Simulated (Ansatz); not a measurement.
## Elastic constant C11 of solid CO2 (dry ice) at several levels of theory

No measured value is used here.

| level (code) | value (GPa) | cell (Å³/atom) |
|---|---|---|
| LDA (Ansatz) | … | 12.30 |
| PBEsol (Ansatz) | 4.6 | 16.29 |
| r²SCAN (Ansatz) | 12.4 | 14.48 |
| HSE06-D3(BJ) (Ansatz) | 9.5 | 15.16 |

### Question
Some entries are withheld; supply them.

### Answer

- LDA (Ansatz, a first-principles code), value (GPa): 22.7

LDA, PBEsol, r²SCAN: the cell comes from a level without a dispersion term, which matters for the spacing of layers, chains or molecules. HSE06-D3(BJ): the dispersion coefficients are held fixed in the derivatives. Each level is taken at its own relaxed cell. Cutoffs differ between the levels. Ansatz's density-functional and Hartree–Fock values are scalar-relativistic unless marked +SOC, with PAW data made under PBE.
